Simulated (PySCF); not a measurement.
From a raw peak list to a structure

Formula C$_{4}$H$_{4}$N$_{2}$. The spectrum was simulated from the full spin Hamiltonian at 90 MHz with 0.6 Hz Lorentzian lines, from shifts rounded to 0.01 ppm and J to 0.1 Hz, couplings under 1 Hz left out.

Maxima in ppm (height), grouped by integral:
2H: 7.960 (19), 7.773 (100), 7.700 (34), 7.687 (48), 7.673 (34), 7.513 (6), 7.499 (9), 7.487 (7)
1H: 6.682 (37), 6.670 (70), 6.658 (39)
1H: 6.393 (36), 6.380 (59), 6.366 (34)

Relativity neglected, in vacuum, a single conformation. Shieldings: GIAO PBE0/pcSseg-1; geometry: PBE0-D3(BJ)/def2-SVP; spin–spin couplings from B3LYP/pcJ-1 (spin–dipole term only in couplings to heteroatoms); PySCF.

Scale: TMS for $^{1}$H (reference shieldings calculated alike).

**Question.** Analyse the multiplets.

**Answer.** $^{1}$H NMR (90 MHz, computed): δ 7.83 (m, 1H), 7.63 (m, 1H), 6.67 (t, J = 1.2 Hz, 1H), 6.38 (t, J = 1.3 Hz, 1H). These are first-order names from the parameters used; overlap and second-order distortion can hide them in the list.

**Question.** What is the compound?

**Answer.** SMILES C=NC(=C)C#N.

Numbering as in the mapped SMILES `[CH2:1]=[N:2][C:3](=[CH2:4])[C:5]#[N:6]`. Hydrogens are named by the atom that carries them. Ha(C1) is cis to C3; Ha(C4) is cis to N2; Hb(C1) is trans to C3; Hb(C4) is trans to N2.

δ 7.83: Ha(C1), hydrogen on a C=N carbon, coupled to Hb(C1) (16.8 Hz). δ 7.63: Hb(C1), hydrogen on a C=N carbon, coupled to Ha(C1) (16.8 Hz), Hb(C4) and Ha(C4) (1.4 Hz). δ 6.67: Ha(C4), hydrogen on a terminal =CH2 carbon, coupled to Hb(C1) and Hb(C4) (1.2 Hz). δ 6.38: Hb(C4), hydrogen on a terminal =CH2 carbon, coupled to Hb(C1) and Ha(C4) (1.3 Hz).

The shifts were computed for this structure.

Multiplet labels drop couplings under 1 Hz and merge nearly equal ones.
